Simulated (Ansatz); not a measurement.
C3H3F, SMILES `C=C=CF`. Total charge 0; spin multiplicity 1. The structure was optimised at the PBE0-D4/def2-TZVP level.

```xyz
7

C    -0.814   -0.863    0.599
C    -0.023   -0.018    0.008
C     0.734    0.832   -0.616
F     1.951    1.183   -0.167
H    -1.536   -0.538    1.343
H    -0.776   -1.925    0.374
H     0.464    1.330   -1.540
```

Task: What is the dipole moment at B3LYP/def2-TZVPP? (Estimate.)

Result: Computed: 1.72 D, with components (-1.57, -0.63, -0.32) D in this frame, pointing from negative to positive charge.

Task: And with PBE, r2SCAN, ωB97M-V? (Estimate.)

Result: Computed: PBE 1.56 D, r2SCAN 1.64 D, ωB97M-V 1.71 D.

Task: Give the Mulliken charges with B3LYP, PBE, r2SCAN in def2-TZVPP. (Best estimate.)

Result: Computed: 
| atom | B3LYP | PBE | r2SCAN |
| --- | --- | --- | --- |
| C1 | -0.20 | -0.16 | -0.15 |
| C2 | -0.02 | -0.04 | -0.03 |
| C3 | 0.04 | 0.02 | 0.07 |
| F4 | -0.20 | -0.16 | -0.20 |
| H5 | 0.13 | 0.12 | 0.11 |
| H6 | 0.13 | 0.12 | 0.11 |
| H7 | 0.12 | 0.10 | 0.10 |

B3LYP here is the variant with VWN-RPA as its local correlation; programs differ in this.
